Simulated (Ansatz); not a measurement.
We consider chalcopyrite ZnGeP₂, described by PBEsol (Ansatz, a quantum-chemistry and plane-wave program, plane waves, PAW).

Numerical settings: plane-wave cutoff 500 eV, 10×10×10 k mesh, gaussian smearing 0.02 eV, scalar-relativistic PAW data made under PBE.

Cell (relaxed at this level):

Space group I-42d (No. 122); a = b = 5.424 Å, c = 10.709 Å, α = β = γ = 90.00°

```
atom  site  symmetry       x       y       z
----  ----  --------  ------  ------  ------
Zn      4a      -4..  0.0000  0.0000  0.0000
Ge      4b      -4..  0.0000  0.0000  0.5000
P       8d       .2.  0.2517  0.2500  0.1250
```
(The calculation used a cell of 8 atoms; values per cell refer to that cell.)

Estimate the band gap that the calculation returns.


- band gap = 1.10 eV (on the SCF k mesh)

Measured, for comparison: band gap 2.05 eV (temperature not stated, no zero-point or thermal correction, pseudodirect, our sources range from 1.80 to 2.20; as tabulated in Rashkeev et al. (1999), arXiv:cond-mat/9809378).

Spin–orbit coupling is not included.

The computed numbers hold no vibrational or temperature effects.

It cost roughly 9 core-minutes of CPU time.
